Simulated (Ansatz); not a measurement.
A trace of molecular dynamics of CH$_{4}$NSi (7 atoms, charge -1, multiplicity 1).

These are results of RKS PBE0-D4/def2-SVP (Ansatz), not measurements.

- ensemble: NVE (velocity Verlet)
- starting velocities drawn for: 300 K
- seed: 11316

```
time (fs)  T (K)  potential energy less start (eV)  conserved less start (meV/atom)
      0.0    300                             0.000                             0.00
      4.0    216                             0.054                             0.04
      8.0    204                             0.062                             0.05
     12.0    457                            -0.101                             0.06
     16.0   1085                            -0.507                             0.06
     20.0   2080                            -1.151                            -0.06
     24.0   2547                            -1.453                            -0.20
     28.0   1752                            -0.939                            -0.08
     32.0    904                            -0.390                             0.05
     36.0   1039                            -0.478                            -0.10
     40.0   1860                            -1.009                            -0.16
     44.0   2199                            -1.228                            -0.15
     48.0   1528                            -0.794                            -0.02
     52.0   1365                            -0.689                            -0.03
     56.0   1083                            -0.507                            -0.20
     60.0    893                            -0.384                            -0.06
     64.0   1757                            -0.942                            -0.08
     68.0   2312                            -1.301                            -0.15
     72.0   2216                            -1.240                            -0.28
     76.0    777                            -0.308                             0.11
     80.0   1206                            -0.587                            -0.19
     84.0   2190                            -1.222                            -0.15
     88.0   2432                            -1.379                            -0.21
     92.0   1595                            -0.838                            -0.11
     96.0    582                            -0.181                             0.14
    100.0    829                            -0.343                            -0.10
```

**Question.** Can this run be trusted? Judge the integration.

**Answer.** The conserved energy stayed within 0.39 meV per atom of its start (net change -0.1 meV per atom), so the integration is sound. The system heated up, since it started high on the potential surface and ran downhill. A run of 0.1 ps of so small a system gives no equilibrium averages. The orbitals stay closed-shell, which can raise the energy where a bond breaks towards radicals; this wasn't checked here. Limits of this set-up: an anion without diffuse functions, the dipole of an ion depends on the origin. The time step was 0.5 fs.

Time of the run: 5.3 min on 1 thread of Arm Neoverse V1, with other jobs on the host, peak memory 0.12 GiB.
